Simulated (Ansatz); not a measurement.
**Atomization energy of CO₂, singlet, from cheap to dear**

Geometry (MP2(full)/6-31G*, from the G2/97 set):

```json
{"atom": "C", "x (Å)": "0.0000", "y (Å)": "0.0000", "z (Å)": "0.0000"}
{"atom": "O", "x (Å)": "0.0000", "y (Å)": "0.0000", "z (Å)": "-1.1787"}
{"atom": "O", "x (Å)": "0.0000", "y (Å)": "0.0000", "z (Å)": "1.1787"}
```

Measured, as an electronic atomization energy: 1628.7 kJ/mol (G2/97 heats of formation of molecule and atoms, with zero-point and thermal terms from B3LYP taken off; Curtiss et al., J. Chem. Phys. 106, 1063 (1997), Staroverov et al., J. Chem. Phys. 119, 12129 (2003)). The measured value holds scalar relativity and spin–orbit coupling, which all computed ones lack, and core correlation, which the wave-function levels lack. Atoms are taken at the same level; beside RHF, RMP2 and RCC rows they are unrestricted. Truncated CI is not size-consistent. The atoms' steps beyond CCSDT(Q) are taken from restricted open-shell runs, which share full CI's core. Ansatz 0.2.0; the 6-31G* set has Cartesian d functions; a miss is computed less measured; times are wall times on shared hosts and scatter by a factor of two or so. A small miss in a small set is a cancellation of the method's error against the basis error.

```
                   level    basis  miss (kJ/mol)      time of the run              hardware
                     RHF   STO-3G         -942.7               0.12 s          1 CPU thread
                RCCSD(T)   STO-3G         -423.5               0.22 s          1 CPU thread
               RCCSDT(Q)   STO-3G         -424.2               0.73 s          1 CPU thread
                     PBE   STO-3G           11.5               0.43 s          1 CPU thread
                  r2SCAN   STO-3G         -109.7               0.58 s          1 CPU thread
                   B3LYP   STO-3G         -177.9               0.28 s          1 CPU thread
                 wB97M-V   STO-3G         -152.3               0.92 s          1 CPU thread
                  B2PLYP   STO-3G         -278.5               0.33 s          1 CPU thread
                     RHF    6-31G         -906.2               0.22 s          1 CPU thread
                    RMP2    6-31G         -293.5                    –                     –
                RCCSD(T)    6-31G         -377.2               0.31 s          1 CPU thread
               RCCSDT(Q)    6-31G         -373.2                  2 s          1 CPU thread
                 RCCSDTQ    6-31G         -374.1                4.9 s  H100 + 5 CPU threads
MRCISD+Q (valence space)    6-31G         -378.0                 21 s  H100 + 5 CPU threads
                     PBE    6-31G          -62.9                0.4 s          1 CPU thread
                  r2SCAN    6-31G         -173.8               0.67 s          1 CPU thread
                   B3LYP    6-31G         -211.9               0.42 s          1 CPU thread
                 wB97M-V    6-31G         -213.8                1.1 s          1 CPU thread
                  B2PLYP    6-31G         -254.0               0.54 s          1 CPU thread
                    RMP2  cc-pVDZ          -35.1                    –                     –
                RCCSD(T)  cc-pVDZ         -137.7               0.46 s          1 CPU thread
                  r2SCAN  cc-pVDZ            3.3                0.8 s          1 CPU thread
                    RMP2   6-31G*          -14.8                    –                     –
               RCCSDT(Q)   6-31G*         -113.5                 17 s          1 CPU thread
                  r2SCAN   6-31G*           13.3               0.85 s          1 CPU thread
                   B3LYP   6-31G*          -19.1               0.42 s          1 CPU thread
                  B2PLYP   6-31G*          -31.8               0.65 s          1 CPU thread
                     RHF  cc-pVTZ         -613.4               0.58 s          1 CPU thread
MRCISD+Q (valence space)  cc-pVTZ          -72.0                 22 s  H100 + 5 CPU threads
                     PBE  cc-pVTZ          116.4               0.59 s          1 CPU thread
                 wB97M-V  cc-pVTZ            2.5  2.8 s (with forces)          1 CPU thread
                  B2PLYP  cc-pVTZ           -3.2                1.3 s          1 CPU thread
                     RHF  cc-pVQZ         -609.8                1.6 s          1 CPU thread
                RCCSD(T)  cc-pVQZ          -27.4                7.5 s  H100 + 5 CPU threads
               RCCSDT(Q)  cc-pVQZ          -25.9                 51 s  H100 + 5 CPU threads
                     PBE  cc-pVQZ          118.2                2.3 s  H100 + 5 CPU threads
                  r2SCAN  cc-pVQZ           23.6                2.7 s  H100 + 5 CPU threads
                   B3LYP  cc-pVQZ           -5.9                2.3 s  H100 + 5 CPU threads
                 wB97M-V  cc-pVQZ            4.7                2.6 s  H100 + 5 CPU threads
                  B2PLYP  cc-pVQZ            8.2                2.8 s  H100 + 5 CPU threads
```

HF's time is that of a plain UHF run. A dash: the level came out of a higher level's run.

A composite of the best parts (restricted reference, at this geometry, which isn't the minimum of the high levels):

```json
{"part": "Hartree–Fock limit (T, Q; exp(−5.46 √X))", "kJ/mol": "1020.07"}
{"part": "CCSD(T) correlation limit (T, Q; X⁻³)", "kJ/mol": "602.65"}
{"part": "CCSDT − CCSD(T) (QZ)", "kJ/mol": "-4.09"}
{"part": "(Q) (QZ)", "kJ/mol": "5.61"}
{"part": "CCSDTQ − CCSDT(Q) (DZ)", "kJ/mol": "-0.94"}
{"part": "sum", "kJ/mol": "1623.3"}
{"part": "sum less measured", "kJ/mol": "-5.4"}
```
